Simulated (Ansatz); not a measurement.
`C/C=C/CC` → `C/C=C/C` + `[CH2]` (triplet) at 500 K and 1 bar (formal loss of a carbene).

Computed with Ansatz on PBE0-D4/def2-TZVP structures; ΔE is electronic, products minus reactants. CBS: MP2 limit from def2 TZ/QZ plus the TZ coupled-cluster correction, frozen cores. This one scheme is used for every species. Double bonds are as drawn, so ΔE can hold a change between cis and trans. Triplets are unrestricted, without spin–orbit coupling. Each species was taken in one conformer, which may not be the lowest.

| species | CCSD(T)/CBS energy (Eh) | H − E (kJ/mol) | S (J/(mol·K)) |
| --- | --- | --- | --- |
| `C/C=C/CC` | -196.27115 | 405.9 | 397.9 |
| `C/C=C/C` | -157.01041 | 321.8 | 346.3 |
| `[CH2]` (triplet) | -39.09499 | 62.7 | 213.9 |

H − E and S are ideal-gas, rigid-rotor, harmonic terms from PBE0-D4/def2-TZVP, for one conformer and one mirror image of each species, with the whole ground term of open shells counted as degenerate. 1 Eh = 2625.50 kJ/mol, R = 8.31446 J/(mol·K).

Task: By hand: ΔE, ΔH, ΔS and ΔG.

Result: ΔE = (-157.01041) + (-39.09499) − (-196.27115) = 0.16575 Eh = 435.2 kJ/mol. Δ(H − E) = 321.8 + 62.7 − 405.9 = -21.4, so ΔH = 413.8 kJ/mol. ΔS = 346.3 + 213.9 − 397.9 = 162.3 J/(mol·K). ΔG = 413.8 − 500 × (162.3)/1000 = 332.6 kJ/mol.

Task: By hand: the equilibrium constant, and the temperature at which ΔG would vanish if ΔH and ΔS stayed fixed.

Result: log₁₀ K = −ΔG/(RT ln 10) = -34.7. ΔG = 0 at ΔH/ΔS = 2550 K, far beyond where these terms or the molecules hold.

The number of gas molecules changes by +1, which sets the sign of ΔS. A doubt of 5 kJ/mol in ΔE shifts log₁₀ K by 0.5 here. Other conformers and mirror images would add mixing entropy, several J/(mol·K) or more a flexible species. A triplet takes part, so the spin changes. These are equilibria of isolated gas molecules and say nothing of rates. Largest T1 diagnostic: 0.011 (customary marks: 0.02 for closed shells, 0.045 for open ones).
